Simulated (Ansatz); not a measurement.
in.yaml

```yaml
crystal:
  periodic: [false, false, false]
  atoms:
    - {symbol: Si, position_ang: [0.000000, 0.000000, 0.004933]}
    - {symbol: Be, position_ang: [0.000000, 0.000000, 2.084133]}
    - {symbol: H, position_ang: [0.000000, 0.000000, -2.089067]}
basis:
  gaussian: {orbitals: 6-31G}
magnetization: {spin_polarized: false, initial_magnetization: 3}
correlation: {method: fic_mrcisd_q, electrons: outside_noble_gas, active_space: {window: {electrons: 7, orbitals: 9}, shells: [{species: Be, l: s, shell: 2}, {species: Be, l: p, shell: 2}, {species: H, l: s, shell: 1}, {species: Si, l: s, shell: 3}, {species: Si, l: p, shell: 3}]}}
```

```sh
$ ansatz run in.yaml --threads 1 --pin off --events-out ev --progress --plain --max-ram 2393MiB
```

Output:

```
493 factors; integrals over basis functions are off by at most 1.1e-7 eV
mean field evaluation 1: about -8269.4544 eV, gradient 6.2e0 eV
mean field evaluation 2: about -8269.4595 eV, gradient 6.2e0 eV
mean field evaluation 4: about -8270.1675 eV, gradient 2.2e0 eV
mean field evaluation 8: about -8270.5912 eV, gradient 1.9e-1 eV
mean field -8270.59217167 eV, -303.9386563000 hartree, gradient 8.1e-6 eV, S^2 3.750000; 0 other end points of the search recorded, 0 dependent functions left out
reference -8270.59217167 eV, -303.9386563000 hartree; 11, 8 occupied and 13, 16 virtual orbitals, 493 factors
state -8272.50608408 eV, -304.0089912841 hartree
contracted CI cycle   1: correlation 0.00000000 eV, 0.0000000000 hartree, residual 3.86e0 eV
contracted CI cycle   2: correlation -0.45638335 eV, -0.0167717787 hartree, residual 8.50e-1 eV
contracted CI cycle   3: correlation -0.47487266 eV, -0.0174512484 hartree, residual 1.90e-1 eV
contracted CI cycle   4: correlation -0.47574610 eV, -0.0174833465 hartree, residual 4.83e-2 eV
contracted CI cycle   5: correlation -0.47579279 eV, -0.0174850625 hartree, residual 1.18e-2 eV
contracted CI cycle   6: correlation -0.47579567 eV, -0.0174851682 hartree, residual 2.75e-3 eV
contracted CI cycle   7: correlation -0.47579584 eV, -0.0174851746 hartree, residual 6.31e-4 eV
state -8272.50608408 eV, -304.0089912841 hartree; corrected -8272.99013843 eV, -304.0267799531 hartree
Total energy: -8272.99013843 eV, -304.0267799531 hartree
Checks for a lower state left out: starts, orbital_swaps
```

Natural occupations: 1.9592 1.8600 0.9899 0.9889 0.9889 0.1443 0.0262 0.0262 0.0163.

For the same geometry and basis full CI lies 5.8 meV lower.

Ran on 1 thread of Arm Neoverse V1, shared host: 3.6 s wall, 0.31 GiB peak host memory.
